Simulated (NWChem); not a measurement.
**Polarisability of formaldehyde (CH2O)**

```xyz
4

C      0.0000     0.0000     0.5228
O      0.0000     0.0000    -0.6733
H     -0.9444     0.0000     1.1247
H      0.9444     0.0000     1.1247
```
Charge 0, spin multiplicity 1.

Everything below was run with NWChem. The geometry was optimised at PBE0/def2-SVP, a minimum by its harmonic frequencies.

Basis set: def2-SVPD. Static limit.

B3LYP has NWChem's definition, with VWN1-RPA local correlation.

Task: One of these methods gave an isotropic polarisability of 16.45 bohr³. Which?
A) PBE
B) PBE0
C) HF
D) B3LYP

Result: C, HF. The others give 18.25 (PBE), 17.46 (PBE0), 17.72 (B3LYP).
